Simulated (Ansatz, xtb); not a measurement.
## A geometry optimisation of NOS with r2SCAN-D4/def2-SVP

The starting geometry of this gas-phase doublet has its atoms placed at random.

```yaml
atoms:
  - { symbol: N, position_ang: [-1.1685, -1.0425, -0.5070] }
  - { symbol: O, position_ang: [-1.0870, 0.6364, -0.6346] }
  - { symbol: S, position_ang: [0.9536, 0.0461, -0.9004] }
```

Q: Guess where an optimisation with r2SCAN-D4/def2-SVP ends from this start.

A: It ends as `[N]1OS1`. Contacts that close: N1–O2 (1.69 → 1.34 Å), N1–S3 (2.42 → 1.75 Å), O2–S3 (2.14 → 1.78 Å).

The energy falls by 3.27 eV over 6 steps:

| step | E − E(last) (eV) |
| --- | --- |
| 1 | 3.274 |
| 2 | 1.020 |
| 3 | 0.108 |
| 4 | 0.025 |
| 5 | 0.000 |
| 6 | 0.000 |

Final geometry (Å):

```xyz
3

N    -0.9137   -0.8126   -0.5611
O    -1.0272    0.5159   -0.6353
S     0.6390   -0.0634   -0.8456
```

From the same start GFN2-xTB reaches the same bonding as this run.

From so rough a start the end depends on the optimiser's path, so another program may land elsewhere. No frequencies were run, so the end isn't proven a minimum. Open shells are spin-unrestricted. Run with Ansatz 0.2.0, 35 s on 1 thread of Arm Neoverse V1 (shared host).
